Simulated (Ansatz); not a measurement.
Ansatz (an electronic-structure program) input (B3LYP-D3(BJ)/def2-TZVP):

Ansatz 0.2 input:
```yaml
crystal:
  periodic: [false, false, false]
  atoms:
    - {symbol: O, position_ang: [0.13599357, 0.55950266, -0.34160035]}
    - {symbol: O, position_ang: [-0.15958912, -0.65619836, 0.39793467]}
    - {symbol: H, position_ang: [1.05373037, 0.81572862, -0.07966861]}
    - {symbol: H, position_ang: [-0.34774107, -1.27257644, -0.34513535]}
    - {symbol: H, position_ang: [-0.51722487, 1.23041339, -0.02587059]}
basis:
  gaussian:
    orbitals: def2-TZVP
hamiltonian:
  xc: b3lyp
  dispersion: d3bj
total_charge: 1
phonons: {temperatures: {t_min: 298.15, t_max: 298.15, t_step: 100}}
```

Output:

```
Functional definition: B3LYP
integrals: 0.01 GiB planned
434 factors; their error is unknown
mean field: 0.16 GiB planned
mean field evaluation 1: about -4123.5432 eV, gradient 7.8e1 eV
mean field evaluation 2: about -4117.0481 eV, gradient 9.9e1 eV
mean field evaluation 4: about -4132.9369 eV, gradient 1.2e0 eV
mean field evaluation 8: about -4132.9392 eV, gradient 5.1e-3 eV
mean field evaluation 16: about -4132.9360 eV, gradient 3.0e-5 eV
mean field -4132.93595658 eV, -151.8825949995 hartree, gradient 3.0e-5 eV, S^2 0.000000; 0 other end points of the search recorded, 0 dependent functions left out
the calculation of the forces begins
reference -4132.93609529 eV, -151.8826000974 hartree; 9, 9 occupied and 71, 71 virtual orbitals, 434 factors
these checks for a lower state are left out or cut short: stability, starts, cluster_reference, orbital_swaps, neighbouring_geometries, increment
integrals: 0.01 GiB planned
434 factors; their error is unknown
mean field: 0.16 GiB planned
mean field -4132.93581446 eV, -151.8825897769 hartree, gradient 1.4e-6 eV, S^2 0.000000; 0 other end points of the search recorded, 0 dependent functions left out
the calculation of the forces begins
reference -4132.93595317 eV, -151.8825948742 hartree; 9, 9 occupied and 71, 71 virtual orbitals, 434 factors
these checks for a lower state are left out or cut short: stability, starts, cluster_reference, orbital_swaps, neighbouring_geometries, increment
integrals: 0.01 GiB planned
434 factors; their error is unknown
mean field: 0.16 GiB planned
mean field evaluation 32: about -4132.9358 eV, gradient 1.4e-6 eV
mean field -4132.93580504 eV, -151.8825894306 hartree, gradient 1.4e-6 eV, S^2 0.000000; 0 other end points of the search recorded, 0 dependent functions left out
the calculation of the forces begins
reference -4132.93594377 eV, -151.8825945290 hartree; 9, 9 occupied and 71, 71 virtual orbitals, 434 factors
these checks for a lower state are left out or cut short: stability, starts, cluster_reference, orbital_swaps, neighbouring_geometries, increment
integrals: 0.01 GiB planned
434 factors; their error is unknown
mean field: 0.16 GiB planned
mean field -4132.93582141 eV, -151.8825900321 hartree, gradient 1.4e-6 eV, S^2 0.000000; 0 other end points of the search recorded, 0 dependent functions left out
the calculation of the forces begins
reference -4132.93596012 eV, -151.8825951296 hartree; 9, 9 occupied and 71, 71 virtual orbitals, 434 factors
these checks for a lower state are left out or cut short: stability, starts, cluster_reference, orbital_swaps, neighbouring_geometries, increment
integrals: 0.01 GiB planned
434 factors; their error is unknown
mean field: 0.16 GiB planned
mean field -4132.93582522 eV, -151.8825901723 hartree, gradient 1.4e-6 eV, S^2 0.000000; 0 other end points of the search recorded, 0 dependent functions left out
the calculation of the forces begins
reference -4132.93596395 eV, -151.8825952704 hartree; 9, 9 occupied and 71, 71 virtual orbitals, 434 factors
these checks for a lower state are left out or cut short: stability, starts, cluster_reference, orbital_swaps, neighbouring_geometries, increment
integrals: 0.01 GiB planned
434 factors; their error is unknown
mean field: 0.16 GiB planned
mean field -4132.93582659 eV, -151.8825902226 hartree, gradient 1.4e-6 eV, S^2 0.000000; 0 other end points of the search recorded, 0 dependent functions left out
the calculation of the forces begins
reference -4132.93596536 eV, -151.8825953225 hartree; 9, 9 occupied and 71, 71 virtual orbitals, 434 factors
these checks for a lower state are left out or cut short: stability, starts, cluster_reference, orbital_swaps, neighbouring_geometries, increment
integrals: 0.01 GiB planned
434 factors; their error is unknown
mean field: 0.16 GiB planned
mean field -4132.93582619 eV, -151.8825902078 hartree, gradient 1.4e-6 eV, S^2 0.000000; 0 other end points of the search recorded, 0 dependent functions left out
the calculation of the forces begins
reference -4132.93596485 eV, -151.8825953036 hartree; 9, 9 occupied and 71, 71 virtual orbitals, 434 factors
these checks for a lower state are left out or cut short: stability, starts, cluster_reference, orbital_swaps, neighbouring_geometries, increment
integrals: 0.01 GiB planned
434 factors; their error is unknown
mean field: 0.16 GiB planned
mean field evaluation 64: about -4132.9388 eV, gradient 4.5e-1 eV
mean field -4132.93589109 eV, -151.8825925932 hartree, gradient 1.4e-6 eV, S^2 0.000000; 0 other end points of the search recorded, 0 dependent functions left out
the calculation of the forces begins
reference -4132.93602987 eV, -151.8825976931 hartree; 9, 9 occupied and 71, 71 virtual orbitals, 434 factors
these checks for a lower state are left out or cut short: stability, starts, cluster_reference, orbital_swaps, neighbouring_geometries, increment
integrals: 0.01 GiB planned
434 factors; their error is unknown
mean field: 0.16 GiB planned
mean field -4132.93589181 eV, -151.8825926194 hartree, gradient 1.4e-6 eV, S^2 0.000000; 0 other end points of the search recorded, 0 dependent functions left out
the calculation of the forces begins
reference -4132.93603047 eV, -151.8825977151 hartree; 9, 9 occupied and 71, 71 virtual orbitals, 434 factors
these checks for a lower state are left out or cut short: stability, starts, cluster_reference, orbital_swaps, neighbouring_geometries, increment
integrals: 0.01 GiB planned
434 factors; their error is unknown
mean field: 0.16 GiB planned
mean field -4132.93583726 eV, -151.8825906146 hartree, gradient 1.4e-6 eV, S^2 0.000000; 0 other end points of the search recorded, 0 dependent functions left out
the calculation of the forces begins
reference -4132.93597603 eV, -151.8825957143 hartree; 9, 9 occupied and 71, 71 virtual orbitals, 434 factors
these checks for a lower state are left out or cut short: stability, starts, cluster_reference, orbital_swaps, neighbouring_geometries, increment
integrals: 0.01 GiB planned
434 factors; their error is unknown
mean field: 0.16 GiB planned
mean field -4132.93583546 eV, -151.8825905486 hartree, gradient 1.4e-6 eV, S^2 0.000000; 0 other end points of the search recorded, 0 dependent functions left out
the calculation of the forces begins
reference -4132.93597413 eV, -151.8825956445 hartree; 9, 9 occupied and 71, 71 virtual orbitals, 434 factors
these checks for a lower state are left out or cut short: stability, starts, cluster_reference, orbital_swaps, neighbouring_geometries, increment
integrals: 0.01 GiB planned
434 factors; their error is unknown
mean field: 0.16 GiB planned
mean field evaluation 96: about -4132.9359 eV, gradient 7.4e-3 eV
mean field -4132.93593379 eV, -151.8825941622 hartree, gradient 1.4e-6 eV, S^2 0.000000; 0 other end points of the search recorded, 0 dependent functions left out
the calculation of the forces begins
reference -4132.93607252 eV, -151.8825992604 hartree; 9, 9 occupied and 71, 71 virtual orbitals, 434 factors
these checks for a lower state are left out or cut short: stability, starts, cluster_reference, orbital_swaps, neighbouring_geometries, increment
integrals: 0.01 GiB planned
434 factors; their error is unknown
mean field: 0.16 GiB planned
mean field -4132.93592772 eV, -151.8825939392 hartree, gradient 1.4e-6 eV, S^2 0.000000; 0 other end points of the search recorded, 0 dependent functions left out
the calculation of the forces begins
reference -4132.93606643 eV, -151.8825990366 hartree; 9, 9 occupied and 71, 71 virtual orbitals, 434 factors
these checks for a lower state are left out or cut short: stability, starts, cluster_reference, orbital_swaps, neighbouring_geometries, increment
integrals: 0.01 GiB planned
434 factors; their error is unknown
mean field: 0.16 GiB planned
mean field -4132.93594206 eV, -151.8825944661 hartree, gradient 1.4e-6 eV, S^2 0.000000; 0 other end points of the search recorded, 0 dependent functions left out
the calculation of the forces begins
reference -4132.93608078 eV, -151.8825995641 hartree; 9, 9 occupied and 71, 71 virtual orbitals, 434 factors
these checks for a lower state are left out or cut short: stability, starts, cluster_reference, orbital_swaps, neighbouring_geometries, increment
integrals: 0.01 GiB planned
434 factors; their error is unknown
mean field: 0.16 GiB planned
mean field -4132.93593945 eV, -151.8825943700 hartree, gradient 1.4e-6 eV, S^2 0.000000; 0 other end points of the search recorded, 0 dependent functions left out
the calculation of the forces begins
reference -4132.93607816 eV, -151.8825994677 hartree; 9, 9 occupied and 71, 71 virtual orbitals, 434 factors
these checks for a lower state are left out or cut short: stability, starts, cluster_reference, orbital_swaps, neighbouring_geometries, increment
integrals: 0.01 GiB planned
434 factors; their error is unknown
mean field: 0.16 GiB planned
mean field -4132.93587337 eV, -151.8825919418 hartree, gradient 1.4e-6 eV, S^2 0.000000; 0 other end points of the search recorded, 0 dependent functions left out
the calculation of the forces begins
reference -4132.93601200 eV, -151.8825970363 hartree; 9, 9 occupied and 71, 71 virtual orbitals, 434 factors
these checks for a lower state are left out or cut short: stability, starts, cluster_reference, orbital_swaps, neighbouring_geometries, increment
integrals: 0.01 GiB planned
434 factors; their error is unknown
mean field: 0.16 GiB planned
mean field evaluation 128: about -4132.9388 eV, gradient 4.4e-1 eV
mean field -4132.93589548 eV, -151.8825927544 hartree, gradient 1.4e-6 eV, S^2 0.000000; 0 other end points of the search recorded, 0 dependent functions left out
the calculation of the forces begins
reference -4132.93603429 eV, -151.8825978555 hartree; 9, 9 occupied and 71, 71 virtual orbitals, 434 factors
these checks for a lower state are left out or cut short: stability, starts, cluster_reference, orbital_swaps, neighbouring_geometries, increment
integrals: 0.01 GiB planned
434 factors; their error is unknown
mean field: 0.16 GiB planned
mean field -4132.93591046 eV, -151.8825933047 hartree, gradient 1.4e-6 eV, S^2 0.000000; 0 other end points of the search recorded, 0 dependent functions left out
the calculation of the forces begins
reference -4132.93604912 eV, -151.8825984004 hartree; 9, 9 occupied and 71, 71 virtual orbitals, 434 factors
these checks for a lower state are left out or cut short: stability, starts, cluster_reference, orbital_swaps, neighbouring_geometries, increment
integrals: 0.01 GiB planned
434 factors; their error is unknown
mean field: 0.16 GiB planned
mean field -4132.93591057 eV, -151.8825933090 hartree, gradient 1.4e-6 eV, S^2 0.000000; 0 other end points of the search recorded, 0 dependent functions left out
the calculation of the forces begins
reference -4132.93604935 eV, -151.8825984089 hartree; 9, 9 occupied and 71, 71 virtual orbitals, 434 factors
Total energy: -4132.99080011 eV, -151.8846104621 hartree
Atom 0 at     0.135994     0.559503    -0.341600 Å, force     0.000316     0.001364    -0.001291 eV/Å
Atom 1 at    -0.159589    -0.656198     0.397935 Å, force     0.000302     0.001134     0.000066 eV/Å
Atom 2 at     1.053730     0.815729    -0.079669 Å, force    -0.001172    -0.000532     0.000624 eV/Å
Atom 3 at    -0.347741    -1.272576    -0.345135 Å, force    -0.000240    -0.000914     0.000044 eV/Å
Atom 4 at    -0.517225     1.230413    -0.025871 Å, force     0.000795    -0.001052     0.000557 eV/Å
Dipole moment:     0.104502     0.422831    -0.207682 e Å
Vibrations: 428.63 867.44 1010.45 1161.24 1463.25 1629.06 3484.66 3555.16 3593.77 cm⁻¹, zero-point energy 1.065871 eV
```

It need not be the lowest isomer of its formula.
